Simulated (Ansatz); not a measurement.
A made-up structure of C2H4Li, doublet:

```xyz
7
angstrom
Li -2.1083 -0.0663 0.8228
C 0.1491 -0.0751 -0.7088
C 0.5432 0.0974 0.4431
H 0.0769 -1.1359 -1.0953
H -0.0796 0.8374 -1.3372
H 0.6311 1.1581 0.8167
H 0.7876 -0.8157 1.0587
```

It is relaxed with PBE-D4/def2-SVP and then PBE0-D4/def2-TZVP (Ansatz 0.2.0). Atoms count as bonded within 1.22 times the sum of their covalent radii (H–H: 0.88 Å). The end point is not checked to be a true minimum.

Question: Does its bonding change? (Judge from chemistry; the calculation decides.)

Answer: The calculation gives: No: no bond forms or breaks.

Where it ends: The first stage lowers the energy by 0.74 eV in 9 steps. It ends as a complex of C₂H₄ (C=C) + Li:
```
7
angstrom
Li -2.1998 -0.0375 1.1173
C 0.2165 -0.0843 -0.8278
C 0.5037 0.0960 0.4572
H 0.1628 -1.0755 -1.2649
H 0.0180 0.7520 -1.4891
H 0.5771 1.0881 0.8915
H 0.7217 -0.7389 1.1157
```

For scale, one of the runs: PBE0-D4/def2-TZVP relaxation, 100 basis functions, launched by `ansatz run in.yaml --threads 2 --pin off --events-out ev --progress --plain --max-ram 4352MiB`. Hardware: 2 CPU threads of an Arm Neoverse V2, shared host. Wall time about 21 s.
